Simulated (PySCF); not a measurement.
fluorine cation (F2), SMILES FF (connectivity only; charge and spin as stated), charge +1, multiplicity 2.

The structure is a stationary point at PBE0-D3(BJ)/def2-TZVPD. The multiplicity is an assumed one; other spin states were not compared.

Calculation: M06-2X/def2-TZVPD run with PySCF.

Q: Estimate the frontier levels, dipole moment. (The exact figures need the calculation; the answer reports its results.)

A: 
| Item | Result |
|---|---|
| α spin, highest occupied and lowest empty level | -27.06 and -12.29 eV |
| β spin, highest occupied and lowest empty level | -26.32 and -17.99 eV |
| dipole moment about the centre of nuclear charge | 0.00 D |
| ⟨S²⟩ | 0.755 (pure state 0.75) |
